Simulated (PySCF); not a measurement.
Ligands exchanged one at a time, Al F-SiH3. Isolated molecules, 0 K electronic values unless said otherwise. Strings in code marks are SMILES.

The S1 excitation (TDA) from two functionals at the same geometries (PBE0-D4/def2-TZVP), both in PySCF: PBE-D3(BJ)/def2-TZVP and PBE0-D4/def2-TZVP. Excitations are Tamm–Dancoff values on a coarser integration grid. The basis has no diffuse functions, so Rydberg states are missing or too high.

```
species                                                 PBE-D3(BJ)/def2-TZVP (eV)
------------------------------------------------------  -------------------------
0 of 3 F replaced by SiH3 (`[F][Al]([F])[F]`)                                7.32
1 of 3 F replaced by SiH3 (`[F][Al]([F])[SiH3]`)                             5.94
2 of 3 F replaced by SiH3 (`[SiH3][Al]([SiH3])[F]`)                          3.71
3 of 3 F replaced by SiH3 (`[SiH3][Al]([SiH3])[SiH3]`)                       3.12
```

Problem. What does PBE0-D4/def2-TZVP give for each?

Solution. 
- 0 of 3 F replaced by SiH3 (`[F][Al]([F])[F]`): 8.49
- 1 of 3 F replaced by SiH3 (`[F][Al]([F])[SiH3]`): 6.28
- 2 of 3 F replaced by SiH3 (`[SiH3][Al]([SiH3])[F]`): 3.97
- 3 of 3 F replaced by SiH3 (`[SiH3][Al]([SiH3])[SiH3]`): 3.41
Over these rows, drawn at random from the members with no instability flagged (it was tested for open shells, ions and some series alone), PBE minus PBE0-D4: mean -0.51 eV, from -1.17 eV to -0.27 eV.
